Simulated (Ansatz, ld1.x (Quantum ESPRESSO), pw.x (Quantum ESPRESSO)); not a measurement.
Ba (Z = 56): one change to the PAW potential, in the atom and in the bcc crystal

```json
{
  "Element": "barium (Ba)",
  "Generator": "ld1.x (Quantum ESPRESSO) 7.5",
  "Type": "PAW",
  "Functional": "LDA (PW92)",
  "Relativity": "scalar-relativistic",
  "Frozen core": "[Kr] 4d10",
  "Valence charge": "10",
  "Reference configuration": "5s2 5p6 5d0 6s1.5 6p0.5",
  "Partial waves": "5s (bound): rcut 2.35, rcutus 3.10 bohr; 6s (bound): rcut 2.35, rcutus 3.10 bohr; 5p (bound): rcut 2.90, rcutus 3.25 bohr; 6p (bound): rcut 2.90, rcutus 3.25 bohr; 5d (bound, empty): rcut 3.45, rcutus 4.45 bohr; 5d channel at 0.25 Ry: rcut 3.45, rcutus 4.45 bohr",
  "Local potential": "all-electron potential smoothed inside 4.35 bohr (lloc = -1)",
  "Core correction": "none",
  "Augmentation charge": "BESSEL, radius 1.95 bohr"
}
```

Change: all radii scaled by about 1.08 (s 3.36, p 3.52, d 4.82 bohr, rcut 2.54/3.14/3.74); local potential all-electron potential smoothed inside 4.72 bohr (lloc = -1); augmentation BESSEL, radius 2.12 bohr.

Cutoffs, loose and tight: the cutoffs (Ry, on a coarse ladder) from which the occupation-weighted sum of valence levels, in a spherical-Bessel basis at the reference potential, stays within 10 and 1 mRy of its value at 400 Ry. They do not see the model core or the augmentation charge, which bear on the density cutoff. Test errors are all-electron minus pseudo excitation energies from the reference, over the configurations 5s2 5p6 5d0 6s2 6p0; 5s2 5p6 5d0 6s1 6p0; 5s2 5p6 5d0 6s0 6p0; 5s2 5p6 5d0.5 6s1.5 6p0; 5s2 5p6 5d0 6s0 6p1; 5s2 5p5 5d0 6s2 6p0; 5s2 5p6 5d0 6s1.5 6p0 (two spin-polarised tests are not counted in the largest error); variants that change the core or the reference have their own tests.

Crystal test: bcc Ba in pw.x 7.5, no spin, 10³ k-points, Fermi–Dirac smearing 0.01 Ry, cutoffs set for each file from its atomic test. The reference is all-electron LAPW (Ansatz 0.2.0) with the same functional, mesh and smearing; V0 and B0 come from Birch–Murnaghan fits to the pressures at five volumes. Errors are pseudo minus all-electron; Δ is the rms difference of the E(V) curves that follow from these fits, minima aligned, over ±6 % about the mean V0. Mesh and smearing are coarse, so the numbers serve the comparison and aren't converged zero-temperature values; the lattice is a test structure that the element need not adopt.

All-electron: a0 = 4.763 Å (V0 = 54.03 Å³/atom), B0 = 10.0 GPa.

Does the change bring the crystal closer to the all-electron result?

The mean pressure error goes from +0.78 to +1.50 GPa, so the change moves the solid further from the all-electron pressures. Neither pressure curve crosses zero within the volumes sampled, so no fits are given.

```csv
quantity,base,changed
outcome (atom),generated,generated
"cutoff, loose (atom)",10 Ry,10 Ry
"cutoff, tight (atom)",15 Ry,12 Ry
bound ghosts (atom),none,none
largest test error (meV) (atom),"test run stopped at test 2 of 9 (negative rho), 1 before it not solved","test run stopped at test 2 of 9 (negative rho), 1 before it not solved"
cutoffs in pw.x (Ry),40/320,40/320
mean pressure error (GPa),+0.78,+1.50
```

Base: The largest radius (4.45 bohr) exceeds half the bond length (3.89 bohr), so the spheres overlap, which is one possible source of error among others. This is a poor potential for the solid. Atomic configuration tests: test run stopped at test 2 of 9 (negative rho), 1 before it not solved. Changed file: The largest radius (4.82 bohr) exceeds half the bond length (3.89 bohr), so the spheres overlap, which is one possible source of error among others. This is a poor potential for the solid. Atomic configuration tests: test run stopped at test 2 of 9 (negative rho), 1 before it not solved. The atomic cutoffs weigh occupied waves only.
